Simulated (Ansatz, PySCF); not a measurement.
This Ansatz (a program for electronic structure) input computes a BLYP/def2-TZVPD energy:

Ansatz 0.2 input:
```yaml
crystal:
  periodic: [false, false, false]
  atoms:
    - {symbol: N, position_ang: [-0.01289421, 0.71390346, -0.08274131]}
    - {symbol: N, position_ang: [0.01143230, -0.71580235, -0.06455095]}
    - {symbol: H, position_ang: [0.22690319, 1.11743039, 0.81759820]}
    - {symbol: H, position_ang: [-0.95122073, 1.00639896, -0.32213030]}
    - {symbol: H, position_ang: [-0.21034728, -1.09592557, 0.85047264]}
    - {symbol: H, position_ang: [0.94489814, -1.01461151, -0.31489471]}
basis:
  gaussian:
    orbitals: def2-TZVPD
hamiltonian:
  xc: {name: BLYP}
output: {forces: true}
```

Q: Write an input for the same energy in PySCF and say what it gives.

A: 
```python
from pyscf import gto, scf, dft

mol = gto.M(
    atom='''
    N    -0.01289421    0.71390346   -0.08274131
    N     0.01143230   -0.71580235   -0.06455095
    H     0.22690319    1.11743039    0.81759820
    H    -0.95122073    1.00639896   -0.32213030
    H    -0.21034728   -1.09592557    0.85047264
    H     0.94489814   -1.01461151   -0.31489471
    ''',
    basis='def2-tzvpd',
    charge=0,
    spin=0,
    verbose=4,
)

mf = dft.RKS(mol, xc='blyp').density_fit(auxbasis='def2-universal-jkfit')
mf.grids.level = 3
mf.conv_tol = 1e-9
mf.max_cycle = 100
mf.max_memory = 1500
mf.kernel()
if not mf.converged:
    mf = mf.newton()
    mf.kernel(mf.make_rdm1())
mf.analyze()
```
It gives -111.87931 Eh, and Ansatz -111.87923 Eh, a difference of 0.08 mEh, from the treatment of integrals and grids.
